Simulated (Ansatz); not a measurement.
**H₂S (singlet): the correlation ladder at angle H2–S1–H3 = 141.0°, cc-pVDZ**

One table from this session's results is given with a row withheld; the runs are named, their logs left out.

Program: Ansatz 0.2.0, Gaussian basis. Level of theory: cc-pVDZ, core rule «outside noble gas», up to 5 orbitals frozen. These are calculated values, not measurements.

Plan: UHF; CCSD(T) on RHF; BCCD(T) on RHF; CISD; CCSDT(Q) on RHF; CCSDTQ on RHF; CASSCF and MRCISD+Q, 2 electrons in 2 orbitals; CASSCF and NEVPT2, 2 electrons in 2 orbitals; CASSCF and MRCISD+Q, 8 electrons in 6 orbitals; CASSCF and NEVPT2, 8 electrons in 6 orbitals; Full CI.

14 further runs of the same task are left out: 11 that didn't finish, 3 set aside as unsound or not needed. Runs told in other sessions of the task aren't counted.

### The system

The geometry derives from a PBE0/def2-TZVP stationary point (not a proven minimum). One angle is set to the value named; bond lengths are kept.

3 atoms, charge 0, spin multiplicity 1.

Atoms are counted from 1 here; the program's logs count them from 0.

Bond lengths: S1–H2 1.341 Å, S1–H3 1.341 Å. Angles: H2–S1–H3 141.0°.

Set-up of the first run:

File in.yaml:

```yaml
crystal:
  periodic: [false, false, false]
  atoms:
    - {symbol: S, position_ang: [0.000000, -0.026481, 0.000000]}
    - {symbol: H, position_ang: [0.000000, 0.421221, -1.264264]}
    - {symbol: H, position_ang: [0.000000, 0.421216, 1.264266]}
basis:
  gaussian: {orbitals: cc-pVDZ}
magnetization: {spin_polarized: true, initial_magnetization: 0}
hamiltonian: {xc: hf}
output: {orbitals: {seedname: orbitals}}
```

Launch:

```console
$ ansatz run in.yaml --threads 1 --pin off --events-out ev --progress --plain --max-ram 2393MiB
```

Among the steps run: UHF; CCSD(T) on RHF; BCCD(T) on RHF; CISD; CCSDT(Q) on RHF; CCSDTQ on RHF; CASSCF and MRCISD+Q, 2 electrons in 2 orbitals; CASSCF and NEVPT2, 2 electrons in 2 orbitals; CASSCF and MRCISD+Q, 8 electrons in 6 orbitals; CASSCF and NEVPT2, 8 electrons in 6 orbitals; Full CI.

One of the session's tables, all rows but one given; the rest of the session is left out.

```
          method  from FCI (kJ/mol)
             RHF             +458.6
            RMP2              +70.9
            CISD              +32.5
           RCCSD              +11.2
        RCCSD(T)               +2.0
         BCCD(T)               +2.0
          RCCSDT               +0.9
       RCCSDT(Q)               +0.1
         RCCSDTQ                0.0
     CASSCF pair                  ?
     NEVPT2 pair              +75.0
     MRCISD pair              +26.2
   MRCISD+Q pair               -1.1
  CASSCF valence             +358.6
  NEVPT2 valence              +78.5
  MRCISD valence              +19.3
MRCISD+Q valence               -0.2
             FCI                  0
```

**Question.** Estimate the row for CASSCF pair.

**Answer.** from FCI (kJ/mol): +413.6. In the column «from FCI (kJ/mol)» it lies between CASSCF valence (+358.6) and RHF (+458.6).

Caveats from the session: MRCISD+Q pair falls below full CI: the +Q correction isn't variational, and the cores differ from full CI's.
